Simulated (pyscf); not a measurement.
Optimised with ωB97X-D3(BJ)/def2-SVP in PySCF.

Q: PBE/def2-TZVP puts the barrier of `[CH3][CH3]` + `[CH3][Al][CH3]` [doublet] → `[CH3][Al]([CH3])[CH3]` + `[CH3]` [doublet] (substitution at C; doublet surface; C–C broken, Al–C formed) at 37.9 kcal/mol and the reaction energy at +15.5 kcal/mol, from the separated reactants. What do r²SCAN/def2-TZVP, PBE0-D3(BJ)/def2-TZVP, ωB97M-D3(BJ)/def2-TZVP give on the same structures?

A: r²SCAN: ΔE‡ = 38.0 kcal/mol, ΔE = +10.2 kcal/mol; PBE0-D3(BJ): ΔE‡ = 42.2 kcal/mol, ΔE = +13.9 kcal/mol; ωB97M-D3(BJ): ΔE‡ = 45.5 kcal/mol, ΔE = +10.3 kcal/mol. PBE's barrier matches one of them and lies within 7.6 kcal/mol of the others. Its reaction energy lies over all of them, by 1.6 to 5.4 kcal/mol. This is the saddle that the search found; another between the same sides may lie lower. The angle at the attacked C is 156°.
